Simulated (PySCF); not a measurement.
Species: difluoromethyl isocyanide, C₂HF₂N.
SMILES with atom numbers: `[C-:1]#[N+:2][CH:3]([F:4])[F:5]` (hydrogens: H6 on C3)

All values: wB97X-D/pcSseg-2 (PySCF, non-relativistic), on one gas-phase PBE0-D3(BJ)/def2-TZVP geometry that isn't relaxed in the solvent. The solvent is an IEF-PCM continuum (Bondi radii, 1.10 Å for H, scaled by 1.2). The model holds no explicit solvent molecules, cavitation or dispersion.

Gas phase at wB97X-D/pcSseg-2: HOMO -11.68 eV, LUMO 1.24 eV, dipole 2.31 D.

Task: What does the continuum do to the energy, the frontier levels and the dipole at wB97X-D/pcSseg-2 in chloroform?

Result: 
| solvent | ε | E(solvent) − E(gas) (kcal/mol) | polarisation term (kcal/mol) | distortion of the solute (kcal/mol) | HOMO (eV) | LUMO (eV) | dipole (D) |
| --- | --- | --- | --- | --- | --- | --- | --- |
| chloroform | 4.711 | -3.13 | -3.54 | 0.41 | -11.74 | 1.32 | 2.73 |

Polarisation term: ½ Σ q·V over the induced surface charges. Distortion: the rise of the solute's own energy as its density leaves the gas-phase optimum.

Task: Which radius a makes the point-dipole formula ΔE = −[(ε − 1)/(2ε + 1)]·μ²/a³ give the value in chloroform, with the gas-phase dipole?

Result: μ = 0.910 au and |ΔE| = 0.00499 Eh give a = 2.06 Å; the farthest nucleus lies 2.12 Å from the centroid of the nuclei, so such a sphere wouldn't even hold the nuclei. The formula assumes a rigid point dipole at the centre of a sphere.

The pairwise dispersion term of wB97X-D wasn't added to the energies; at a given geometry it leaves orbitals and properties as they are.
